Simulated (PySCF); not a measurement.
N2O, SMILES [N+]([O-])#N. Atoms are numbered in the order given.

```xyz
3

N      0.0000     0.0000    -1.1894
N      0.0000     0.0000    -0.0713
O      0.0000     0.0000     1.1031
```

Geometry optimised at PBE0-D3(BJ)/def2-TZVP.

Two levels are set side by side: PBE/pcSseg-2 (PySCF) and HF/pcSseg-2 (PySCF). GIAO shifts against H2O (¹⁷O), NH3 (¹⁵N) at the same level; non-relativistic, no solvent, atoms listed together averaged. Differences are taken from unrounded values.

```json
[
 {"quantity": "δ(¹⁵N) of N1 (ppm)", "HF": "188.7"},
 {"quantity": "δ(¹⁵N) of N2 (ppm)", "HF": "287.7"},
 {"quantity": "δ(¹⁷O) of O3 (ppm)", "HF": "133.2"}
]
```

Problem. What does PBE give, and how far is it from HF? (The exact figures need the calculation; the answer reports its results.)

Solution. 
```json
[
 {"quantity": "δ(¹⁵N) of N1 (ppm)", "PBE": "165.7", "PBE minus HF": "-23.0"},
 {"quantity": "δ(¹⁵N) of N2 (ppm)", "PBE": "258.4", "PBE minus HF": "-29.3"},
 {"quantity": "δ(¹⁷O) of O3 (ppm)", "PBE": "139.3", "PBE minus HF": "6.2"}
]
```

Rough cost on one machine, each run with all the roots and properties that it gave: HF against PBE within a factor of 2.
